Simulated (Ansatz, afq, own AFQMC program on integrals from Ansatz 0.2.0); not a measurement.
The P2–P1 bond of P2H4, singlet, worked out

```xyz
6

P     0.3677   -1.0579   -0.0828
P    -0.3679    1.0582    0.0790
H    -0.4999   -1.5307    0.9515
H    -0.5751   -1.4009   -1.1025
H     0.5053    1.5335   -0.9496
H     0.5698    1.3978    1.1044
```

The molecule and both fragments are relaxed with PBE0/def2-SVP; the fragments keep their bonds.

Basis def2-TZVP. Only valence electrons are correlated. Ansatz 0.2.0 and our own AFQMC program on the same integrals; the CISD trial comes from CCSD amplitudes, and released means the phaseless constraint is let go. Uncertainties: one standard error, sampling alone.

Total energies in eV. CBS is CCSD(T) at the limit of def2-TZVPP/QZVPP (extrapolated itself); the highest rung of each member is named.

```csv
member,count,CCSD(T)/def2-TZVP,highest rung in def2-TZVP,which,CCSD(T)/CBS
"PH₂, doublet",+1,-9307.4996,-9307.5294,CCSDT(Q),-9308.4668
PH2 (doublet),+1,-9307.4996,-9307.5294,CCSDT(Q),-9308.4668
"P₂H₄, singlet",-1,-18617.4804,-18617.5419,CCSDT(Q),-18619.5986
```

Work out the best estimate of the bond energy: the CCSD(T)/CBS difference plus the step from CCSD(T) to the highest rung.

Sums with the counts: CCSD(T)/CBS 2.6650 eV, highest rung 2.4831 eV, CCSD(T)/def2-TZVP 2.4812 eV. The step is 2.4831 − 2.4812 = 0.0019 eV, so the best estimate is 2.6650 + (0.0019) = 2.6669 eV. The basis set is worth 0.184 eV of it. Zero-point, core-correlation and spin–orbit terms aren't in it. Past Ne the Hartree–Fock part of each CBS total tends to overshoot, since the cores don't follow the formula; that largely cancels in the difference.

Best estimates are given only where the step beyond CCSD(T) is under 0.3 eV and no member's determinant is very poor (T1 over 0.05, or 0.07 for open shells, ⟨S²⟩ too high by 0.3, two states mixed), so the hardest cases are missing from such tables.

CCSDT and higher add their correlation energy to the determinant of the CCSD(T) run, since their own runs factorise the integrals more tightly (a shift of under 2 meV). Each member of a difference takes its own highest rung, so a best estimate needn't equal the limit plus the step of one row.
